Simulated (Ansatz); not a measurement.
Born–Oppenheimer molecular dynamics of C$_{4}$H$_{5}$ (9 atoms, charge -1, multiplicity 1). It starts from a relaxed structure.

Level of theory: Ansatz 0.2.0, RKS PBE0-D4/6-31G*.

```
ensemble                      : NVE (velocity Verlet)
time step                     : 0.25 fs
steps asked                   : 300
starting velocities drawn for : 400 K
masses                        : H 2.014 u
seed                          : 317176
```

Frames 5 fs apart, positions in Å, forces in eV/Å.

Velocities at 12.5 fs (Å/ps):

```
C -3.76 -1.90 0.15
C 1.36 -1.48 -1.22
C 4.79 2.18 3.57
C -0.37 -1.24 0.15
H -0.47 25.22 0.95
H 4.19 -1.73 -16.12
H -3.59 -7.74 -0.44
H 3.32 2.99 -0.27
H -15.51 -4.19 0.03
```

```xyz
9
Properties=species:S:1:pos:R:3:forces:R:3 time_fs=12.5 energy_less_start_eV=0.189 T=191
C -0.115 1.888 -1.000 0.05 0.20 -0.03
C -0.346 0.672 -0.480 -0.15 -1.41 1.45
C -0.693 -0.410 0.125 0.11 0.16 0.14
C 0.087 -1.500 0.831 1.36 0.40 -1.78
H 0.145 1.939 -2.061 0.02 0.63 0.14
H -0.105 2.768 -0.322 0.08 -0.28 -0.79
H 1.219 -1.313 0.970 -0.93 -0.20 -0.25
H 0.002 -2.435 0.217 0.22 0.37 0.34
H -0.230 -1.808 1.812 -0.76 0.12 0.78
9
Properties=species:S:1:pos:R:3:forces:R:3 time_fs=17.5 energy_less_start_eV=0.115 T=273
C -0.133 1.879 -1.004 0.20 -0.27 -1.04
C -0.340 0.654 -0.474 0.29 0.42 0.31
C -0.669 -0.400 0.144 -0.21 -0.85 0.34
C 0.093 -1.503 0.820 -0.92 0.16 0.39
H 0.140 2.084 -2.047 -0.14 -0.40 0.01
H -0.082 2.766 -0.416 -0.04 0.69 0.81
H 1.166 -1.357 0.961 0.62 0.24 0.25
H 0.025 -2.413 0.225 -0.11 -0.45 -0.27
H -0.334 -1.814 1.828 0.31 0.45 -0.81
9
Properties=species:S:1:pos:R:3:forces:R:3 time_fs=22.5 energy_less_start_eV=0.204 T=175
C -0.146 1.870 -1.024 0.24 1.07 0.37
C -0.328 0.643 -0.461 0.35 1.26 -0.40
C -0.649 -0.405 0.169 -0.43 -0.29 -0.33
C 0.086 -1.503 0.813 -0.44 -0.49 0.21
H 0.120 2.185 -2.037 -0.15 -1.03 -0.39
H -0.064 2.813 -0.439 -0.20 -0.72 0.40
H 1.167 -1.377 0.979 0.36 0.23 0.36
H 0.038 -2.428 0.211 -0.21 -0.04 -0.06
H -0.411 -1.775 1.774 0.49 0.00 -0.17
9
Properties=species:S:1:pos:R:3:forces:R:3 time_fs=27.5 energy_less_start_eV=0.240 T=135
C -0.155 1.879 -1.039 0.19 0.65 0.83
C -0.311 0.653 -0.454 -0.12 0.07 0.03
C -0.637 -0.412 0.186 -0.29 1.53 -1.59
C 0.074 -1.512 0.807 1.67 -0.51 -0.61
H 0.083 2.172 -2.065 -0.13 -0.85 -0.19
H -0.068 2.794 -0.411 -0.13 -0.56 0.04
H 1.201 -1.373 1.034 -1.00 -0.14 -0.03
H 0.029 -2.449 0.191 -0.06 0.42 0.26
H -0.441 -1.739 1.715 -0.12 -0.61 1.26
9
Properties=species:S:1:pos:R:3:forces:R:3 time_fs=32.5 energy_less_start_eV=0.136 T=250
C -0.161 1.897 -1.039 0.07 -1.31 -0.08
C -0.295 0.667 -0.447 -0.22 0.29 -0.22
C -0.630 -0.395 0.175 0.09 0.35 -0.81
C 0.085 -1.529 0.796 -0.91 0.43 1.38
H 0.030 2.063 -2.112 -0.09 -0.13 0.41
H -0.085 2.726 -0.371 0.12 0.97 0.23
H 1.143 -1.381 1.088 0.22 -0.05 -0.12
H 0.012 -2.434 0.194 0.07 -0.35 -0.21
H -0.466 -1.763 1.760 0.63 -0.20 -0.58
9
Properties=species:S:1:pos:R:3:forces:R:3 time_fs=37.5 energy_less_start_eV=0.193 T=187
C -0.165 1.896 -1.038 0.20 -0.05 0.66
C -0.283 0.687 -0.444 -0.18 0.16 -0.09
C -0.622 -0.371 0.149 0.16 -1.53 0.65
C 0.082 -1.540 0.807 -1.46 0.61 0.19
H -0.032 1.938 -2.120 0.08 0.63 0.15
H -0.092 2.741 -0.325 0.07 0.09 -1.03
H 1.109 -1.394 1.130 0.90 0.04 -0.19
H 0.004 -2.445 0.180 0.23 0.05 0.04
H -0.431 -1.814 1.762 0.00 0.00 -0.37
9
Properties=species:S:1:pos:R:3:forces:R:3 time_fs=42.5 energy_less_start_eV=0.230 T=146
C -0.164 1.893 -1.026 0.33 0.79 -0.26
C -0.276 0.706 -0.441 -0.46 -1.56 1.08
C -0.611 -0.374 0.133 0.07 -0.94 0.75
C 0.056 -1.538 0.820 1.31 0.49 -1.20
H -0.085 1.883 -2.110 0.16 0.80 -0.15
H -0.090 2.779 -0.382 0.00 0.12 -0.71
H 1.155 -1.406 1.145 -0.75 -0.11 -0.54
H 0.022 -2.452 0.170 0.17 0.45 0.24
H -0.402 -1.869 1.735 -0.83 -0.03 0.79
9
Properties=species:S:1:pos:R:3:forces:R:3 time_fs=47.5 energy_less_start_eV=0.130 T=257
C -0.158 1.901 -1.020 0.18 -0.54 -1.02
C -0.277 0.700 -0.420 -0.35 -0.33 0.59
C -0.600 -0.396 0.132 -0.21 -0.03 0.49
C 0.050 -1.529 0.817 0.49 -0.46 0.59
H -0.120 1.915 -2.112 0.14 0.30 -0.03
H -0.088 2.841 -0.514 -0.02 0.56 0.42
H 1.134 -1.427 1.104 -0.25 0.19 0.00
H 0.058 -2.418 0.179 -0.11 -0.31 -0.32
H -0.448 -1.917 1.764 0.14 0.63 -0.72
9
Properties=species:S:1:pos:R:3:forces:R:3 time_fs=52.5 energy_less_start_eV=0.218 T=159
C -0.147 1.903 -1.030 0.09 0.10 0.07
C -0.284 0.688 -0.388 -0.06 1.51 -0.60
C -0.592 -0.418 0.140 -0.55 0.67 0.16
C 0.052 -1.528 0.820 -0.52 -1.23 -0.13
H -0.139 1.981 -2.121 0.10 -0.40 -0.09
H -0.091 2.940 -0.611 -0.16 -1.11 0.39
H 1.097 -1.425 1.065 1.05 0.38 0.63
H 0.082 -2.411 0.160 -0.26 -0.23 -0.11
H -0.488 -1.902 1.731 0.29 0.32 -0.32
9
Properties=species:S:1:pos:R:3:forces:R:3 time_fs=57.5 energy_less_start_eV=0.247 T=127
C -0.135 1.904 -1.042 -0.06 -0.47 -0.01
C -0.294 0.702 -0.365 -0.07 0.78 -0.67
C -0.595 -0.426 0.151 -0.40 1.58 -0.44
C 0.051 -1.549 0.818 1.61 -0.17 -1.41
H -0.145 2.004 -2.137 0.10 -0.70 0.07
H -0.110 2.933 -0.655 -0.12 -0.50 0.79
H 1.144 -1.388 1.089 -0.63 -0.19 0.20
H 0.078 -2.428 0.129 -0.10 0.16 0.33
H -0.505 -1.855 1.676 -0.32 -0.49 1.14
9
Properties=species:S:1:pos:R:3:forces:R:3 time_fs=62.5 energy_less_start_eV=0.154 T=230
C -0.124 1.896 -1.054 -0.09 -0.71 -0.03
C -0.305 0.730 -0.356 0.00 -0.60 -0.33
C -0.604 -0.406 0.155 0.06 0.81 -0.31
C 0.074 -1.572 0.797 -0.32 1.16 0.85
H -0.140 1.950 -2.147 0.08 -0.34 0.05
H -0.143 2.873 -0.610 -0.05 0.51 0.59
H 1.138 -1.370 1.138 -0.57 -0.44 -0.18
H 0.062 -2.437 0.129 0.13 -0.27 -0.04
H -0.535 -1.850 1.711 0.77 -0.13 -0.59
9
Properties=species:S:1:pos:R:3:forces:R:3 time_fs=67.5 energy_less_start_eV=0.204 T=175
C -0.115 1.878 -1.064 -0.09 1.07 0.85
C -0.315 0.749 -0.354 0.27 -0.91 -0.30
C -0.614 -0.372 0.154 0.17 -1.16 0.53
C 0.091 -1.576 0.786 -2.08 1.09 0.20
H -0.125 1.858 -2.153 0.04 0.27 0.00
H -0.180 2.847 -0.511 0.10 -0.45 -0.82
H 1.084 -1.395 1.171 1.08 -0.03 -0.07
H 0.061 -2.466 0.130 0.23 0.23 0.06
H -0.494 -1.866 1.701 0.27 -0.11 -0.45
```

Of the whole run (75 fs, mean temperature of the second half 176 K): The conserved energy stayed within 0.028 meV per atom of its start (net change 0.019 meV per atom), so the integration is sound. The temperature averaged 0.44 of the 400 K drawn at the start: a run that starts near a minimum puts about half its kinetic energy into the potential. A run of 0.075 ps of so small a system gives no equilibrium averages. Limits of this set-up: an anion without diffuse functions, the dipole of an ion depends on the origin.

Time of the run: 6.1 min on 1 thread of AMD EPYC 7B13 (Zen 3), on a shared host, peak memory 0.13 GiB.
